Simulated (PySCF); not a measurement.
Functional benchmark on one molecule

Molecule: SMILES FC(F)(F)F, CF4.

Geometry:
```
atom   x (Å)   y (Å)   z (Å)
  F1  -0.227   0.157  -1.286
  C2   0.000   0.000   0.000
  F3  -0.772  -0.957   0.468
  F4   1.262  -0.323   0.185
  F5  -0.262   1.123   0.633
```

Geometry PBE0-D3(BJ)/def2-SVP throughout; GIAO in PySCF, gas phase, one conformer, non-relativistic; equivalent atoms averaged; basis pcSseg-2.

Reference values (measured; gas, 300 K; A. A. Auer, PhD thesis, Mainz 2002 (Auer, Gauss, Stanton, JCP 2003, 118, 10407)): σ(C2) = 64.4 ppm.

Task: How do the functionals HF, LDA, PBE, BLYP, BP86, OPBE, KT2, KT3, B97-D, B3LYP, PBE0, mPW1PW91, WP04, B97-2, BHandHLYP, CAM-B3LYP, wB97X-D, LC-wPBE perform against the reference? Times are CPU seconds on shared hosts with different chips, so compare them loosely.

Result: 
```tsv
functional	kind	C2	abs. error C	core-s
HF	Hartree–Fock	79.1	14.7	3.1
LDA	LDA	39.3	25.1	6.6
PBE	GGA	41.8	22.6	8.5
BLYP	GGA	36.7	27.7	8.3
BP86	GGA	41.9	22.5	8.2
OPBE	GGA	52.1	12.3	8.9
KT2	GGA	50.2	14.2	8.8
KT3	GGA	51.0	13.4	8.8
B97-D	GGA	45.4	19.0	9
B3LYP	global hybrid	45.5	18.9	6.9
PBE0	global hybrid	52.1	12.3	6.5
mPW1PW91	global hybrid	51.5	12.9	6.4
WP04	global hybrid	36.4	28.0	14
B97-2	global hybrid	52.9	11.5	6.3
BHandHLYP	global hybrid	58.2	6.2	14
CAM-B3LYP	range-separated hybrid	48.6	15.8	19
wB97X-D	range-separated hybrid	52.2	12.2	18
LC-wPBE	range-separated hybrid	52.0	12.4	23
```

For 13C the closest is BHandHLYP (6.2 ppm) and the furthest WP04 (28.0 ppm). One molecule is a small sample, and vibrational effects are absent from the calculation.
